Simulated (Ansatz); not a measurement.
Basis sets compared for BH2(CN) (CH2BN). Total charge 0; singlet. Geometry PBE0-D4/def2-TZVP. Ansatz on 4 threads of Arm Neoverse V2 on a shared host; times are rough, and most runs start from earlier orbitals.

```xyz
5

B     0.228   -0.449    0.344
H     1.384   -0.432    0.618
H    -0.500   -1.311    0.719
C    -0.340    0.671   -0.515
N    -0.771    1.521   -1.166
```

Binding counts from free atoms (B doublet, H doublet, C triplet, N quartet) in the same basis, without a counterpoise term.

| level | functions | energy (Eh) | HOMO (eV) | LUMO (eV) | binding per atom (eV) | wall time |
| --- | --- | --- | --- | --- | --- | --- |
| PBE-D4/def2-SVP | 52 | -118.6157 | -8.27 | -4.25 | 4.46 | 0.2 s |
| PBE0-D4/def2-SVP | 52 | -118.6244 | -9.68 | -3.27 | 4.33 | 0.2 s |

Estimate the rows for PBE-D4/def2-TZVP, PBE0-D4/def2-TZVP.


| level | functions | energy (Eh) | HOMO (eV) | LUMO (eV) | binding per atom (eV) | wall time |
| --- | --- | --- | --- | --- | --- | --- |
| PBE-D4/def2-TZVP | 105 | -118.7528 | -8.40 | -4.36 | 4.44 | 0.4 s |
| PBE0-D4/def2-TZVP | 105 | -118.7596 | -9.75 | -3.35 | 4.30 | 0.5 s |
